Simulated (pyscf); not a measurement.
PySCF, gas phase, ωB97X-D3(BJ)/def2-SVP geometries.

Question: Estimate by transition-state theory the rate constant of HO–GaH–PH₂ + H₂ → H₂P–GaH₂ + H₂O (singlet surface; Ga–O, H–H broken, Ga–H, H–O formed) at 900 K, with ωB97M-D3(BJ)/def2-TZVP energies (ideal gas, 1 atm, RRHO with modes under 100 cm⁻¹ raised to 100, one conformer, R ln 2 for chiral ones without a mode under 150 cm⁻¹; no tunnelling).

Answer: The electronic barrier is 23.0 kcal/mol and the thermal terms add +28.2, so ΔG‡ = 51.2 kcal/mol. With k_BT/h = 1.88e+13 s⁻¹ and RT = 1.788 kcal/mol, and a volume of 1.23e-19 cm³ per molecule at 1 atm, k = 8.6e-19 cm³ molecule⁻¹ s⁻¹. Wigner's tunnelling factor for 1305i cm⁻¹ would be 1.18. A shift of 1 kcal/mol in the barrier changes k by a factor 1.7. On the product side the descent ends in an adduct with a Ga–O contact (not fully relaxed), 15.1 kcal/mol under the separated species and 25.3 kcal/mol under the saddle at ωB97X-D3(BJ)/def2-TZVP. What is counted as broken (Ga–O) persists as a longer contact in the product adduct; parting that adduct is a step of its own. At the saddle there is also a short Ga–H contact that neither side keeps. One saddle was located; it need not be the lowest between these sides. Elements up to Kr have no core potential and no relativistic terms here.
